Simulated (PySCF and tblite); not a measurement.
Values are calculated unless marked as measured or tabulated.
# Conformers and averaged properties: C₂H₆S, numbered as in [CH3:1][CH2:2][SH:3]

Conformers came from 90 starts (ETKDG and KDG, MMFF94s, GFN2-xTB); geometries are PBE0-D3(BJ)/def2-SVP. Energies: PBE0-D3(BJ)/def2-TZVP, with GFN2-xTB thermal terms (modes under about 100 cm⁻¹ blended into free rotors). Symmetry numbers and mirror images are counted. Conformers within 4 kcal/mol (GFN2-xTB free energy) were kept, 5 at most. GIAO shieldings: PBE0/pcSseg-1. Shifts are against TMS (¹H), TMS (¹³C) at the same level. Run with PySCF (density fitting) and tblite.

Torsions listed: C1–C2–S3–H3. Of a mirror pair one member is shown.

| conformer | shape | symmetry | E(GFN2) kcal/mol | E(DFT) kcal/mol | G(298.15 K) kcal/mol | weight % | dipole D |
| --- | --- | --- | --- | --- | --- | --- | --- |
| 1 | 64° | C1 (pair) | 0.00 | 0.00 | 0.00 | 76.7 | 1.67 |
| 2 | -178° | Cs | 1.35 | 0.57 | 0.70 | 23.3 | 1.66 |

Weights (%) against temperature:

```csv
T (K),1,2,S(mix) cal/mol/K
180,84.8,15.2,2.02
230,80.7,19.3,2.09
298.15,76.7,23.3,2.14
330,75.2,24.8,2.15
400,72.8,27.2,2.17
```

Averaged shifts at 298.15 K. ¹H: 2.32 (H2, 2H), 1.21 (H1, 3H) ppm. ¹³C: 25.2 (C2), 21.2 (C1) ppm.

Coordinates of conformer 1 (Å):

```xyz
9

C    -0.868    0.400   -0.271
C     0.205   -0.550    0.222
S     1.717   -0.566   -0.793
H    -1.144    0.177   -1.312
H    -1.773    0.323    0.353
H    -0.523    1.445   -0.233
H     0.475   -0.346    1.270
H    -0.148   -1.593    0.187
H     2.074    0.716   -0.561
```

H on N, O and S are left out: they exchange, and hydrogen bonds move them by several ppm. Shifts are unscaled: against experiment ¹³C can be off by 15 ppm or more and ¹H by 0.8 ppm.

Search and properties took 11 s on 1 thread of Intel Xeon 6975P-C (shared host) (rough), launched as `OMP_NUM_THREADS=1 python ens_run.py task.json out`.
